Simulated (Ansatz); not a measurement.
sulfur dioxide (O2S), SMILES O=S=O.

Geometry: B3LYP-D3(BJ)/def2-TZVP.

Two levels are set side by side: PBE/def2-TZVPD (Ansatz, a quantum-chemistry and plane-wave program) and CAM-B3LYP/def2-TZVPD (Ansatz). Energy differences of separate SCF runs at the same geometry; the states with an electron removed or added have multiplicity 2 and 2. Differences are taken from unrounded values.

| quantity | CAM-B3LYP |
|---|---|
| vertical ionisation energy (eV) | 12.64 |
| vertical electron affinity (eV) | 1.14 |
| vertical singlet–triplet gap (eV) | 3.16 |

Question: What does PBE give, and how far is it from CAM-B3LYP? (Estimate from the structure and the level; the computed values follow.)

Answer: 
```csv
quantity,PBE,PBE minus CAM-B3LYP
vertical ionisation energy (eV),12.14,-0.50
vertical electron affinity (eV),0.82,-0.32
vertical singlet–triplet gap (eV),3.13,-0.03
```
